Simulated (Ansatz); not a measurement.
Input:

```yaml
crystal:
  periodic: [false, false, false]
  atoms:
    - { symbol: Si, position_ang: [-0.120883, 0.370525, -1.218292] }
    - { symbol: "N", position_ang: [0.083693, -0.749191, 1.721324] }
    - { symbol: H, position_ang: [-1.32854, 0.988519, -1.864382] }
    - { symbol: H, position_ang: [0.913537, 0.082869, -2.267102] }
    - { symbol: H, position_ang: [-0.552381, -0.928398, -0.647316] }
    - { symbol: H, position_ang: [0.505644, 0.157576, 1.928624] }
    - { symbol: Cl, position_ang: [0.708662, 1.90716, -0.019887] }
    - { symbol: H, position_ang: [0.649212, -1.227796, 1.015585] }
    - { symbol: H, position_ang: [-0.859044, -0.601265, 1.351446] }
magnetization:
  spin_polarized: true
basis:
  gaussian: { orbitals: def2-SVP }
hamiltonian:
  xc: pbe
relax:
  f_tol: 0.03
  max_steps: 50
output:
  orbitals: {}
```

Run as:

```bash
$ ansatz run input.yaml --threads 2 --pin off --max-ram 3072MiB --backend cpu --events-out ev --progress --plain --runs-dir out
```

Hardware: 2 threads of Arm Neoverse V2 (shared host).

Question: Roughly how long does this run take, and how much memory?

Answer: 11 s, with a peak of 0.14 GiB, for 6 ionic steps.
